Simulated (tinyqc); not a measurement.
UHF in the sto-6g basis, for NH, spin multiplicity 3, step by step. This run ends on a higher stationary point, not on the lowest solution. One step of it, computed by the program tinyqc.

Task: Iteration 2: DIIS coefficients. Solve [B -1; -1 0][c; lambda] = [0; -1] for the coefficients, which sum to one.

B (overlaps of the stored error matrices):
```
,1,2
1,6.0442277e-02,-1.3628351e-03
2,-1.3628351e-03,4.1455716e-01
```

Give: DIIS coefficients.

Result:

DIIS coefficients: 0.8706  0.1294
